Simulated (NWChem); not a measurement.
Everything below was run with NWChem. System: CH6Si, charge 0, spin multiplicity 1, at a geometry optimised with B3LYP/def2-SVP. The structure started from a generated list of species. Level: constrained PBE0/def2-SVP.

Part of the output:

```
             Northwest Computational Chemistry Package (NWChem) 7.3.0
             --------------------------------------------------------

                                NWChem Input Module
                                -------------------

 Scaling coordinates for geometry "geometry" by  1.889725989
 (inverse scale =  0.529177249)

                             Geometry "geometry" -> ""
                             -------------------------

 Output coordinates in angstroms (scale by  1.889725989 to convert to a.u.)

  No.       Tag          Charge          X              Y              Z
 ---- ---------------- ---------- -------------- -------------- --------------
    1 Si                  14.0000     0.63724000     0.03631200     0.00000000
    2 C                    6.0000    -1.24835500    -0.07114500     0.00000000
    3 H                    1.0000     1.12366500     0.76403800     1.21045100
    4 H                    1.0000     1.12366500     0.76403800    -1.21045100
    5 H                    1.0000     1.24297700    -1.32914600     0.00000000
    6 H                    1.0000    -1.61124600    -0.60730500     0.89142800
    7 H                    1.0000    -1.61124600    -0.60730500    -0.89142800
    8 H                    1.0000    -1.69904600     0.93417900     0.00000000

 Effective nuclear repulsion energy (a.u.)      62.3589443183

            Nuclear Dipole moment (a.u.)
            ----------------------------
        X                 Y               Z
 ---------------- ---------------- ----------------
    -0.0000018897    -0.0000056692     0.0000000000


 Summary of "ao basis" -> "" (spherical)
 ------------------------------------------------------------------------------
       Tag                 Description            Shells   Functions and Types
 ---------------- ------------------------------  ------  ---------------------
 *                          def2-svp                  on all atoms

                                 NWChem DFT Module
                                 -----------------

 Summary of "ao basis" -> "ao basis" (spherical)
 ------------------------------------------------------------------------------
       Tag                 Description            Shells   Functions and Types
 ---------------- ------------------------------  ------  ---------------------
 Si                         def2-svp                 8       18   4s3p1d
 C                          def2-svp                 6       14   3s2p1d
 H                          def2-svp                 3        5   2s1p

 Summary of "ao basis" -> "ao basis" (spherical)
 ------------------------------------------------------------------------------
       Tag                 Description            Shells   Functions and Types
 ---------------- ------------------------------  ------  ---------------------
 Si                         def2-svp                 8       18   4s3p1d
 C                          def2-svp                 6       14   3s2p1d
 H                          def2-svp                 3        5   2s1p

            General Information
            -------------------
          SCF calculation type: DFT
          Wavefunction type:  closed shell.
          No. of atoms     :     8
          No. of electrons :    26
           Alpha electrons :    13
            Beta electrons :    13
          Charge           :     0
          Spin multiplicity:     1
          Use of symmetry is: off; symmetry adaption is: off
          Maximum number of iterations: 100
          AO basis - number of functions:    62
                     number of shells:    32
          Convergence on energy requested:  1.00D-06
          Convergence on density requested:  1.00D-05
          Convergence on gradient requested:  5.00D-04

              XC Information
              --------------
                         PBE0 Method XC Functional
                     Hartree-Fock (Exact) Exchange  0.250
          PerdewBurkeErnzerhof Exchange Functional  0.750
            Perdew 1991 LDA Correlation Functional  1.000 local
           PerdewBurkeErnz. Correlation Functional  1.000 non-local

             Grid Information
             ----------------
[...]
      1       -0.0677067705
      iter =    5
 d= 0,ls=0.0,diis     2   -330.8774646578  8.84D-03  5.89D-03  4.94D-02     0.9
 CDFT multipliers:
      1       -0.0938054280
      iter =    5
 d= 0,ls=0.0,diis     3   -330.8833916684 -5.93D-03  1.46D-03  3.68D-03     1.1
 CDFT multipliers:
      1       -0.0932845427
      iter =    5
 d= 0,ls=0.0,diis     4   -330.8837454827 -3.54D-04  5.28D-04  1.50D-03     1.3
 CDFT multipliers:
      1       -0.0914950672
      iter =    2
 d= 0,ls=0.0,diis     5   -330.8839583335 -2.13D-04  4.08D-05  5.19D-06     1.5
 CDFT multipliers:
      1       -0.0912706082
      iter =    2
 d= 0,ls=0.0,diis     6   -330.8839590639 -7.30D-07  1.16D-05  5.11D-07     1.7
 CDFT multipliers:
      1       -0.0912045905
      iter =    2
 d= 0,ls=0.0,diis     7   -330.8839591438 -8.00D-08  1.69D-06  2.98D-09     1.9
  CDFT final multipliers
      1       -0.0911986226

         Total DFT energy =     -330.883959144482
      One electron energy =     -580.202952275311
           Coulomb energy =      215.295084820792
    Exchange-Corr. energy =      -28.335036008253
 Nuclear repulsion energy =       62.358944318290

 Numeric. integr. density =       26.000004898032

     Total iterative time =      2.0s

                       DFT Final Molecular Orbital Analysis
                       ------------------------------------

 Vector   11  Occ=2.000000D+00  E=-3.684811D-01
              MO Center=  5.0D-01, -2.6D-01,  9.8D-03, r^2= 3.1D+00
   Bfn.  Coefficient  Atom+Function         Bfn.  Coefficient  Atom+Function
  ----- ------------  ---------------      ----- ------------  ---------------
    43     -0.323492  5 H  s                 12      0.311908  1 Si py
     9      0.265503  1 Si py                23     -0.205468  2 C  py
    58     -0.183823  8 H  s                 33      0.166487  3 H  s
    38      0.157045  4 H  s                  6     -0.151656  1 Si py
    26     -0.114944  2 C  py                44     -0.106039  5 H  s

 Vector   12  Occ=2.000000D+00  E=-3.684809D-01
              MO Center=  4.7D-01,  3.2D-01, -9.8D-03, r^2= 3.1D+00
   Bfn.  Coefficient  Atom+Function         Bfn.  Coefficient  Atom+Function
  ----- ------------  ---------------      ----- ------------  ---------------
    13      0.312417  1 Si pz                38     -0.282892  4 H  s
    33      0.277440  3 H  s                 10      0.265935  1 Si pz
    24     -0.205791  2 C  pz                48     -0.160750  6 H  s
    53      0.157652  7 H  s                  7     -0.151903  1 Si pz
    27     -0.115126  2 C  pz                39     -0.092727  4 H  s

 Vector   13  Occ=2.000000D+00  E=-3.603813D-01
              MO Center= -3.7D-01, -2.1D-02, -8.4D-08, r^2= 2.4D+00
   Bfn.  Coefficient  Atom+Function         Bfn.  Coefficient  Atom+Function
  ----- ------------  ---------------      ----- ------------  ---------------
    22      0.414857  2 C  px                 8     -0.311692  1 Si px
    11     -0.302317  1 Si px                25      0.189986  2 C  px
     5      0.171940  1 Si px                48     -0.108267  6 H  s
    53     -0.108267  7 H  s                 58     -0.108304  8 H  s
    33     -0.106164  3 H  s                 38     -0.106164  4 H  s

 Vector   14  Occ=0.000000D+00  E=-1.502515D-03
              MO Center=  5.4D-01,  3.1D-02,  2.6D-08, r^2= 4.3D+00
   Bfn.  Coefficient  Atom+Function         Bfn.  Coefficient  Atom+Function
  ----- ------------  ---------------      ----- ------------  ---------------
    21      1.777613  2 C  s                 11      1.507242  1 Si px
     4     -0.482576  1 Si s                 25      0.484742  2 C  px
    49     -0.300437  6 H  s                 54     -0.300437  7 H  s
    59     -0.300441  8 H  s                 34     -0.295927  3 H  s
    39     -0.295927  4 H  s                 44     -0.295895  5 H  s

 Vector   15  Occ=0.000000D+00  E= 3.010095D-02
              MO Center=  6.7D-01, -7.3D-02,  1.1D-04, r^2= 3.7D+00
   Bfn.  Coefficient  Atom+Function         Bfn.  Coefficient  Atom+Function
  ----- ------------  ---------------      ----- ------------  ---------------
    13      1.602582  1 Si pz                34     -1.080458  3 H  s
    39      1.081061  4 H  s                 27     -0.234275  2 C  pz
    33     -0.200754  3 H  s                 38      0.200866  4 H  s
    15     -0.184290  1 Si d -1              10      0.152978  1 Si pz
     7     -0.110893  1 Si pz                17      0.088518  1 Si d  1

 Vector   16  Occ=0.000000D+00  E= 3.010474D-02
              MO Center=  6.6D-01,  1.5D-01, -1.1D-04, r^2= 3.7D+00
   Bfn.  Coefficient  Atom+Function         Bfn.  Coefficient  Atom+Function
  ----- ------------  ---------------      ----- ------------  ---------------
    12      1.600005  1 Si py                44      1.248003  5 H  s
    34     -0.624480  3 H  s                 39     -0.623435  4 H  s
    26     -0.233906  2 C  py                43      0.231879  5 H  s
    16     -0.154978  1 Si d  0               9      0.152734  1 Si py
    33     -0.116027  3 H  s                 38     -0.115833  4 H  s

     ---------------------------------------------
      Total Density - Mulliken Population Analysis
     ---------------------------------------------

    Atom       Charge   Shell Charges
 -----------   ------   -------------------------------------------------------
    1 Si  14    15.01   2.00  1.98  1.06  0.67  5.93  1.41  1.75  0.21
    2 C    6     6.06   1.99  0.89  0.20  2.09  0.89  0.02
    3 H    1     0.74   0.67  0.06  0.01
    4 H    1     0.74   0.67  0.06  0.01
    5 H    1     0.74   0.67  0.06  0.01
    6 H    1     0.90   0.72  0.15  0.03
    7 H    1     0.90   0.72  0.15  0.03
    8 H    1     0.90   0.72  0.15  0.03

     -------------------------------------------
      Total Density - Lowdin Population Analysis
     -------------------------------------------

    Atom       Charge   Shell Charges
 -----------   ------   -------------------------------------------------------
    1 Si  14    14.00   2.00  1.94  0.70  0.38  5.82  1.43  1.49  0.25
    2 C    6     6.19   1.96  0.58  0.34  1.86  1.40  0.05
    3 H    1     0.99   0.59  0.37  0.03
    4 H    1     0.99   0.59  0.37  0.03
    5 H    1     0.99   0.59  0.37  0.03
    6 H    1     0.95   0.62  0.26  0.07
    7 H    1     0.95   0.62  0.26  0.07
    8 H    1     0.95   0.62  0.26  0.07

 center of mass
 --------------
 x =   0.05770234 y =   0.00328558 z =   0.00000000

 moments of inertia (a.u.)
 ------------------
          32.970043150252          -7.673754175636           0.000000000000
          -7.673754175636         167.189465730115           0.000000000000
           0.000000000000           0.000000000000         167.626845663341

     Multipole analysis of the density
     ---------------------------------

     L   x y z        total         alpha         beta         nuclear
     -   - - -        -----         -----         ----         -------
     0   0 0 0     -0.000000    -13.000000    -13.000000     26.000000

     1   1 0 0     -0.405177     -0.202588     -0.202588     -0.000002
     1   0 1 0     -0.023081     -0.011537     -0.011537     -0.000006
     1   0 0 1     -0.000000     -0.000000     -0.000000      0.000000

     2   2 0 0    -16.357174    -56.717584    -56.717584     97.077995
     2   1 1 0      0.003385     -2.304515     -2.304515      4.612414
     2   1 0 1     -0.000000     -0.000000     -0.000000      0.000000
     2   0 2 0    -16.416535    -16.409745    -16.409745     16.402955
     2   0 1 1     -0.000000     -0.000000     -0.000000      0.000000
     2   0 0 2    -16.416731    -16.278383    -16.278383     16.140036

 Task  times  cpu:        2.1s     wall:        2.1s

 Total times  cpu:        2.2s     wall:        2.2s
```

Write an NWChem input that would produce this output.

One answer among several that fit: 
```
start mol
memory heap 200 mb stack 900 mb global 1100 mb
geometry units angstroms nocenter noautoz noautosym
  Si     0.637240     0.036312     0.000000
  C     -1.248355    -0.071145     0.000000
  H      1.123665     0.764038     1.210451
  H      1.123665     0.764038    -1.210451
  H      1.242977    -1.329146     0.000000
  H     -1.611246    -0.607305     0.891428
  H     -1.611246    -0.607305    -0.891428
  H     -1.699046     0.934179     0.000000
end
basis spherical
  * library def2-svp
end
dft
  xc pbe0
  semidirect memsize 60000000 filesize 0
  iterations 100
  convergence nolevelshifting
  cdft 1 1 charge 0.0 pop lowdin
end
task dft energy
```
